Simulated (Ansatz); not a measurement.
# AlP+ (doublet): the correlation ladder at distance Al1–P2 = 2.575 Å, cc-pVDZ

How much of the correlation energy of AlP+ (doublet) does each wave-function method recover here?

The runs use Ansatz 0.2.0, Gaussian basis; cc-pVDZ, core rule «outside noble gas», up to 10 orbitals frozen.

The runs, in order: UHF; CCSD(T) on ROHF; CCSD(T) on UHF; BCCD(T) on ROHF; CISD; CCSDT(Q) on ROHF; CCSDT(Q) on UHF; CASSCF and MRCISD+Q, 3 electrons in 3 orbitals; CASSCF and NEVPT2, 3 electrons in 3 orbitals; Full CI; Full CI in the symmetry of the determinant.

30 further runs of the same task are left out: 12 for a known fault of the program, 11 that didn't finish, 7 set aside as unsound or not needed.

### 1 The system

The geometry derives from a PBE0/def2-TZVP stationary point (not a proven minimum). One bond is set to the value named and the two fragments are kept rigid.

2 atoms, charge 1, spin multiplicity 2.

Atoms are counted from 1 here; the program's logs count them from 0.

Bond lengths: Al1–P2 2.575 Å.

### 2 UHF

Contents of in.yaml:

```yaml
crystal:
  periodic: [false, false, false]
  atoms:
    - {symbol: Al, position_ang: [0.000000, 0.000000, 0.000000]}
    - {symbol: P, position_ang: [0.000000, 0.000000, 2.575000]}
basis:
  gaussian: {orbitals: cc-pVDZ}
total_charge: 1
magnetization: {spin_polarized: true, initial_magnetization: 1}
hamiltonian: {xc: hf}
output: {orbitals: {seedname: orbitals}}
```

On the command line:

```sh
$ ansatz run in.yaml --threads 1 --pin off --events-out ev --progress --plain --max-ram 2393MiB
```

After this run come: CCSD(T) on ROHF; CCSD(T) on UHF; BCCD(T) on ROHF; CISD; CCSDT(Q) on ROHF; CCSDT(Q) on UHF; CASSCF and MRCISD+Q, 3 electrons in 3 orbitals; CASSCF and NEVPT2, 3 electrons in 3 orbitals; Full CI; Full CI in the symmetry of the determinant.

**Question.** What will the summary of the whole plan be? Wanted: FCI below the RHF energy; NEVPT2 pair from FCI; MRCISD+Q pair from FCI; T1 diagnostic; effectively unpaired electrons.

The runs gave:

```
                         quantity            value
         FCI below the RHF energy       -4.7553 eV
             NEVPT2 pair from FCI  +20.75 kcal/mol
           MRCISD+Q pair from FCI   -0.47 kcal/mol
levels within 1 kcal/mol (43 meV)    MRCISD+Q pair
                    T1 diagnostic            0.036
   effectively unpaired electrons             3.07
```

MRCISD+Q pair falls below full CI: the +Q correction isn't variational, and the cores differ from full CI's. With 3.1 effectively unpaired electrons against 1 the state is strongly multireference. Of the multireference levels listed MRCISD+Q pair comes nearest in total energy (-0.47 kcal/mol), which doesn't show that its space is the better one. The lowest state has another symmetry than the determinant, whose own symmetry lies 0.44 eV higher, so single-reference misses include that gap. Coupled cluster took another determinant than the lowest Hartree-Fock one. These misses are within one basis, not against nature.
